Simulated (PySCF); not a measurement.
# State search for SiN

Unrestricted PBE0; Si def2-SVPD, N def2-SVPD; no relativity (PySCF 2.14). Outer shells of the fragments: Si 3s2 3p2; N 2s2 2p3.

Followed along the bond (rough minima from three points):

| 2Ms+1 | unpaired | ⟨S²⟩ at the start | R at minimum (Å) | Te (eV) |
| --- | --- | --- | --- | --- |
| 2 | σ ↑ | 0.93 | 1.58 | 0.00 |
| 2 | π ↑ | 0.79 | 1.65 | 0.05 |
| 4 | π ↑↑↑ | 3.77 | none in the scan | ≤ 2.28 |
| 6 | σ ↑, π ↑↑↑↑ | 8.76 | none in the scan | ≤ 4.33 |

Solutions found at the starting distance of 1.770 Å, counted from the lowest of them; the search is not exhaustive and high or unbound solutions are not listed, so other states can lie among these:

```json
{"2Ms+1": "2", "unpaired": "π ↑", "term": "²Π", "E (eV)": "0.00", "⟨S²⟩": "0.79", "⟨Lz²⟩": "1.01", "μ (D)": "-2.95"}
{"2Ms+1": "2", "unpaired": "σ ↑", "term": "²Σ⁺", "E (eV)": "0.33", "⟨S²⟩": "0.93", "⟨Lz²⟩": "0.00", "μ (D)": "-2.95"}
{"2Ms+1": "4", "unpaired": "π ↑↑↑", "term": "⁴Π", "E (eV)": "2.17", "⟨S²⟩": "3.77", "⟨Lz²⟩": "1.01", "μ (D)": "-0.46"}
{"2Ms+1": "4", "unpaired": "σ ↑, π ↑↑", "term": "mixed", "E (eV)": "2.27", "⟨S²⟩": "3.78", "⟨Lz²⟩": "2.01", "μ (D)": "-1.42"}
{"2Ms+1": "4", "unpaired": "σ ↑, π ↑↑", "term": "mixed", "E (eV)": "2.76", "⟨S²⟩": "3.76", "⟨Lz²⟩": "2.01", "μ (D)": "-1.45"}
{"2Ms+1": "2", "unpaired": "π ↑↑↓", "term": "mixed", "E (eV)": "2.76", "⟨S²⟩": "1.76", "⟨Lz²⟩": "3.02", "μ (D)": "-0.41"}
```

A term symbol is given only where ⟨S²⟩ and ⟨Lz²⟩ are close to those of a pure state; real π, δ and φ orbitals otherwise mix terms. A positive dipole means Si(−)N(+).

Compare the gap between the two lowest followed solutions at the starting distance with the gap between their minima.

At PBE0 the second solution (doublet, unpaired electrons π ↑) lies -0.33 eV from the first (doublet, unpaired electrons σ ↑) at 1.770 Å and +0.05 eV at the minima; the two curves relax by different amounts, since their minima lie near 1.65 and 1.58 Å.

Counting both spins, an empty level lies below a filled one in some of these solutions, because spin and occupation are held.
